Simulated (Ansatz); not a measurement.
Ansatz (an electronic-structure program) input (CCSD(T)/def2-TZVPP):

Ansatz 0.2 input:
```yaml
crystal:
  periodic: [false, false, false]
  atoms:
    - {symbol: Li, position_ang: [-0.00000000, -0.00000000, -1.52942300]}
    - {symbol: F, position_ang: [0.00000000, 0.00000000, 0.50980767]}
basis:
  gaussian:
    orbitals: def2-TZVPP
total_charge: 1
magnetization: {spin_polarized: true, initial_magnetization: 1}
correlation: {method: ccsd_t, electrons: outside_noble_gas}
```

Output:

```
Functional definition: HF
integrals: 0.02 GiB planned
353 factors; integrals over basis functions are off by at most 1.1e-3 eV
mean field: 0.07 GiB planned
mean field evaluation 1: about -2899.7557 eV, gradient 3.2e1 eV
mean field evaluation 2: about -2899.7579 eV, gradient 3.2e1 eV
mean field evaluation 4: about -2902.2675 eV, gradient 8.4e-1 eV
mean field evaluation 8: about -2902.2703 eV, gradient 2.8e-4 eV
mean field evaluation 16: about -2898.6251 eV, gradient 2.2e1 eV
mean field evaluation 32: about -2901.8740 eV, gradient 1.3e0 eV
mean field evaluation 64: about -2901.8399 eV, gradient 2.8e-5 eV
mean field evaluation 96: about -2901.8373 eV, gradient 8.1e-1 eV
mean field -2902.27028671 eV, -106.6564658073 hartree, gradient 2.7e-6 eV, S^2 0.753933; 8 other end points of the search recorded, 0 dependent functions left out
determinant -2902.27028671 eV, -106.6564658073 hartree, with singles and doubles -2907.96158736 eV, -106.8656172482 hartree
determinant -2901.83994527 eV, -106.6406510511 hartree, with singles and doubles -2907.53262436 eV, -106.8498531487 hartree
determinant -2902.27028671 eV, -106.6564658073 hartree, with singles and doubles -2907.99274929 eV, -106.8667624279 hartree
determinant -2901.83994527 eV, -106.6406510511 hartree, with singles and doubles -2907.56414189 eV, -106.8510113966 hartree
2 core orbitals not correlated
reference -2902.27028671 eV, -106.6564658073 hartree; 4, 3 occupied and 44, 45 virtual orbitals, 353 factors
second order -5.39619708 eV of doubles, -0.00000000 eV of singles
coupled cluster: 0.10 GiB planned
cycle   1  -5.72246192 eV  change    6.6e-7 eV  update   2.5e-6
perturbative correction -0.09644719 eV, -0.0035443688 hartree
Total energy: -2908.08919582 eV, -106.8703067727 hartree
```
